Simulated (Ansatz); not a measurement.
**Zinc, hcp: revPBE0 at the revPBE geometry**

How do the levels change when part of the exchange is made exact, and what does it cost? Spin polarisation is left out. The geometry was relaxed under revPBE beforehand and is kept. Exact exchange is dear, so the k-mesh is coarse, and revPBE is run on the same mesh for comparison.

Computed with Ansatz 0.2.0 (DFT, plane waves (420 eV) with PBE-made PAW files, scalar-relativistic; functionals as named at each step, unless a step says otherwise).

### Step 1. The structure to begin with

The structure is hexagonal, space group P6_3/mmc (No. 194). The conventional cell has a = 2.681 Å, b = 2.681 Å, c = 5.031 Å, α = 90.00°, β = 90.00°, γ = 120.00°. Around Zn (site symmetry -6m2) lie 12 Zn at 2.68 to 2.95 Å.

Structure file:

```cif
data_structure
_symmetry_space_group_name_H-M 'P6_3/mmc'
_symmetry_Int_Tables_number 194
_cell_length_a 2.6814
_cell_length_b 2.6814
_cell_length_c 5.0309
_cell_angle_alpha 90.000
_cell_angle_beta 90.000
_cell_angle_gamma 120.000
_cell_volume 31.33
loop_
_atom_site_label
_atom_site_type_symbol
_atom_site_symmetry_multiplicity
_atom_site_Wyckoff_symbol
_atom_site_fract_x
_atom_site_fract_y
_atom_site_fract_z
_atom_site_occupancy
Zn1 Zn 2 c 0.33333 0.66667 0.25000 1
```

### Step 2. revPBE on the coarse mesh

The run with revPBE.

Contents of input.yaml:

```yaml
crystal:
  lattice:
    - [2.6814165103, 0.0, 0.0]
    - [-1.3407082552, 2.3221748161, 0.0]
    - [0.0, 0.0, 5.030888215]
  atoms:
    - { symbol: Zn, position: [0.3333333333, 0.6666666667, 0.25] }
    - { symbol: Zn, position: [0.6666666667, 0.3333333333, 0.75] }
hamiltonian:
  xc: revpbe
  pseudopotentials:
    kind: paw
    azcp:
      Zn: "pseudopotentials/Zn.paw.azcp"
basis:
  ecutwfc: 420
  fft_grid_basis: typed
kpoints:
  mp_grid: { grid: [7, 7, 3], shift: [0, 0, 0] }
magnetization:
  spin_polarized: false
scf:
  occupations: { method: fermi_dirac, width: 0.1 }
```

### Step 3. revPBE0 on the coarse mesh

The run with revPBE0.

input.yaml, as its differences from that of step 2:

```diff
@@ -9,3 +9,3 @@
 hamiltonian:
-  xc: revpbe
+  xc: revpbe0
   pseudopotentials:
```

(Steps that only read results are left out.)

Q: Predict the outcome of this session. Wanted: revPBE: gap; revPBE0: gap.

As calculated:

| quantity | value |
| --- | --- |
| revPBE: gap | none (levels filled in part) |
| revPBE0: gap | none (levels filled in part) |
| revPBE0: SCF cycles, exchange loops | 24, 3 |
| revPBE0: CPU time over that of revPBE | 20 |

Both revPBE and revPBE0 leave levels filled in part. revPBE0 cost 20 times the CPU time of revPBE. The exchange operator of revPBE0 was renewed in 3 outer loops. The total energies in the logs cannot be compared from one functional to another.
